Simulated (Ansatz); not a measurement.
Nudged elastic band run: CH5NSi

input.yaml

```yaml
crystal:
  periodic: [false, false, false]
  atoms:
    - { symbol: C, position_ang: [-0.873524, 0.501923, -1.149021] }
    - { symbol: "N", position_ang: [-0.809645, -0.225876, -0.117789] }
    - { symbol: Si, position_ang: [0.611713, -0.445939, 0.895621] }
    - { symbol: H, position_ang: [-1.814858, 0.58042, -1.72658] }
    - { symbol: H, position_ang: [-0.027821, 1.103551, -1.552771] }
    - { symbol: H, position_ang: [0.263759, -0.006844, 2.27465] }
    - { symbol: H, position_ang: [1.798925, 0.3325, 0.408669] }
    - { symbol: H, position_ang: [0.94355, -1.896834, 0.911522] }
basis:
  gaussian: { orbitals: def2-SVP }
hamiltonian:
  xc: b3lyp
  dispersion: d4
neb:
  order_check: false
  images: 1
  f_tol: 0.05
  max_iterations: 60
  climbing: false
  final_atoms:
    - { symbol: C, position_ang: [-0.87371119, 0.50223, -1.14894053] }
    - { symbol: "N", position_ang: [-0.80911713, -0.2262275, -0.11829023] }
    - { symbol: Si, position_ang: [0.61169895, -0.44602371, 0.89558962] }
    - { symbol: H, position_ang: [-0.02848755, 1.10460476, -1.55258467] }
    - { symbol: H, position_ang: [-1.81485131, 0.57957384, -1.72713369] }
    - { symbol: H, position_ang: [0.2633945, -0.0070284, 2.27461129] }
    - { symbol: H, position_ang: [1.79896591, 0.33256627, 0.40898929] }
    - { symbol: H, position_ang: [0.94420681, -1.89679425, 0.91205991] }
  initial_path:
    images:
      - { positions_ang: [[-0.873524, 0.501923, -1.149021], [-0.809645, -0.225876, -0.117789], [0.611713, -0.445939, 0.895621], [-1.814858, 0.58042, -1.72658], [-0.027821, 1.103551, -1.552771], [0.263759, -0.006844, 2.27465], [1.798925, 0.3325, 0.408669], [0.94355, -1.896834, 0.911522]] }
      - { positions_ang: [[-0.75722887, 0.45146616, -1.10519302], [-0.40477752, -0.63399392, -0.63609262], [0.55950245, -0.52863093, 0.77133623], [-1.69835974, 0.92511145, -0.79357383], [-0.23189063, 1.11758452, -1.82951993], [-0.19511893, 0.1812937, 1.84318568], [1.80813883, 0.29391341, 0.46836722], [1.01183341, -1.86384338, 1.22579128]] }
      - { positions_ang: [[-0.87371119, 0.50223, -1.14894053], [-0.80911713, -0.2262275, -0.11829023], [0.61169895, -0.44602371, 0.89558962], [-0.02848755, 1.10460476, -1.55258467], [-1.81485131, 0.57957384, -1.72713369], [0.2633945, -0.0070284, 2.27461129], [1.79896591, 0.33256627, 0.40898929], [0.94420681, -1.89679425, 0.91205991]] }
```

Command:

```bash
$ ansatz run input.yaml --threads 1 --pin off --max-ram 2048MiB --backend cpu --events-out ev --progress --plain --runs-dir out
```

Output, in part (warnings, iteration lines, the closing report on the highest movable image, with atoms numbered from 0):

```
NEB end point (image 0): max|allowed force component| = 5.600e-3 eV/Å (the criterion of neb.relax_end_points is 1.000e-2)
NEB end point (image 2): max|allowed force component| = 5.492e-3 eV/Å (the criterion of neb.relax_end_points is 1.000e-2)
NEB iter   1: max|band force component| = 3.174e0 eV/Å  barrier→ = 1.2351 eV  barrier← = 1.2351 eV  Δτ_max = 0.1999 Å  (70 SCF iters)
NEB iter   2: max|band force component| = 2.135e0 eV/Å  barrier→ = 1.2842 eV  barrier← = 1.2842 eV  Δτ_max = 0.1954 Å  (29 SCF iters)
NEB iter   3: max|band force component| = 2.018e0 eV/Å  barrier→ = 1.0484 eV  barrier← = 1.0483 eV  Δτ_max = 0.1949 Å  (28 SCF iters)
NEB iter   4: max|band force component| = 1.721e0 eV/Å  barrier→ = 0.6606 eV  barrier← = 0.6606 eV  Δτ_max = 0.2000 Å  (28 SCF iters)
NEB iter   5: max|band force component| = 1.773e0 eV/Å  barrier→ = 0.3576 eV  barrier← = 0.3576 eV  Δτ_max = 0.1005 Å  (27 SCF iters)
NEB iter   6: max|band force component| = 1.701e0 eV/Å  barrier→ = 0.2383 eV  barrier← = 0.2383 eV  Δτ_max = 0.0985 Å  (26 SCF iters)
NEB iter   7: max|band force component| = 1.205e0 eV/Å  barrier→ = 0.1296 eV  barrier← = 0.1296 eV  Δτ_max = 0.0989 Å  (26 SCF iters)
NEB iter   8: max|band force component| = 3.904e-1 eV/Å  barrier→ = 0.0599 eV  barrier← = 0.0599 eV  Δτ_max = 0.1903 Å  (23 SCF iters)
NEB iter   9: max|band force component| = 2.598e0 eV/Å  barrier→ = 0.2057 eV  barrier← = 0.2057 eV  Δτ_max = 0.1007 Å  (28 SCF iters)
NEB iter  10: max|band force component| = 5.140e-1 eV/Å  barrier→ = 0.0098 eV  barrier← = 0.0098 eV  Δτ_max = 0.0387 Å  (26 SCF iters)
NEB iter  11: max|band force component| = 8.761e-2 eV/Å  barrier→ = 0.0021 eV  barrier← = 0.0021 eV  Δτ_max = 0.0194 Å  (24 SCF iters)
NEB iter  12: max|band force component| = 7.523e-2 eV/Å  barrier→ = 0.0007 eV  barrier← = 0.0007 eV  Δτ_max = 0.0081 Å  (24 SCF iters)
NEB iter  13: max|band force component| = 5.064e-2 eV/Å  barrier→ = 0.0004 eV  barrier← = 0.0003 eV  Δτ_max = 0.0056 Å  (24 SCF iters)
NEB iter  14: max|band force component| = 2.447e-2 eV/Å  barrier→ = 0.0002 eV  barrier← = 0.0002 eV  Δτ_max = 0.0000 Å  (44 SCF iters)
Total energy: -10481.86444499 eV, -385.2014134904 hartree
Atom 0 at    -0.791532     0.514747    -1.207531 Å, force    -0.013573     0.011431     0.013824 eV/Å
Atom 1 at     0.213871    -0.144097    -0.819136 Å, force     0.017987    -0.016845    -0.024874 eV/Å
Atom 2 at     0.683283    -0.444723     0.847946 Å, force    -0.006397     0.008405     0.010400 eV/Å
Atom 3 at    -1.528828     1.003656    -0.531171 Å, force     0.000171    -0.001039     0.005451 eV/Å
Atom 4 at    -0.998365     0.644706    -2.287469 Å, force     0.001573    -0.000795    -0.004378 eV/Å
Atom 5 at    -0.251933     0.179252     1.842472 Å, force    -0.001913    -0.000814    -0.002525 eV/Å
Atom 6 at     2.051418     0.107652     1.043537 Å, force     0.002515    -0.000267     0.001675 eV/Å
Atom 7 at     0.714184    -1.918292     1.055654 Å, force    -0.000362    -0.000078     0.000428 eV/Å
Dipole moment:    -0.231251     0.151921     0.050593 e Å
```

It converged. The dihedral H4–C1–N2–Si3 jumps by 180° between images 0 and 1, so the path isn't resolved there. The top lies less than 8 meV above the higher end, about what the thresholds resolve: that end is a shoulder or a very shallow well. No image climbed, so the highest image needn't sit at the top of the path. A band with more images between the same ends climbed to 0.28 eV, so this one has probably stepped over the top. So few images can step over the top or miss a turn of the path.

Final band (atoms are numbered from 1 in the order of the input):

```tsv
image	path coordinate (Å)	energy (eV)	dihedral H4–C1–N2–Si3 (°)
0	0.00	0.000	-180
1	2.44	0.000	0
2	4.88	0.000	0
```

Run time: 31 s on 1 CPU thread of a shared host.
